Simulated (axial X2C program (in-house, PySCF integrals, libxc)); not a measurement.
# A two-component session on SB: EOM-IP-CCSD levels

Wanted for SB: EOM-IP-CCSD levels, at the two-component level.

Computed with an in-house X2C program for linear molecules on PySCF integrals. Level: two-component X2C with atomic mean-field terms, S dyall-av3z, B dyall-av3z.

All values are calculated.

### 1 The job

The input, task.json:

```json
{"zs": [16, 5], "q": 0, "bas": ["dyall-av3z", "dyall-av3z"], "r0": 1.72, "eom": "ip", "rq": -1, "thr": -2.0, "nmax": 95, "grid": [1, 0.96, 1.045, 0.92, 1.09, 1.15]}
```

Keys: zs atomic numbers; q charge; bas basis sets; r0 starting distance in Å; eom kind of EOM run; thr threshold in hartree for freezing inner shells (an s shell follows its p shell); nmax most natural virtual spinors; grid distances as factors.

Run with:

```
python soeom.py task.json out
```

After this run come: EOM-IP-CCSD at 1.689 Å.

Q: Predict the outcome of this session. Wanted: next root led by one particle; T1 of the reference; lowest state, Re and ωe.

**Answer**, as computed:

```
                     quantity                             value
       lowest root at 1.689 Å                 Ω = 1/2, 2.536 eV
next root led by one particle  Ω = 3/2, about 15530 cm⁻¹ higher
          T1 of the reference                             0.019
      lowest state, Re and ωe                1.612 Å, 1203 cm⁻¹
```

Removing an electron from the reference determinant of SB⁻ costs 2.54 eV and empties a spinor of 44% B pσ, 33% B sσ, 12% S pσ. Errors of 0.1 to 0.3 eV are usual at this size, and roots led by higher excitations are left out, so the list is incomplete, and low states of that kind can be missing. The bond is 0.080 Å shorter than in the closed-shell reference at CCSD (1.692 Å).
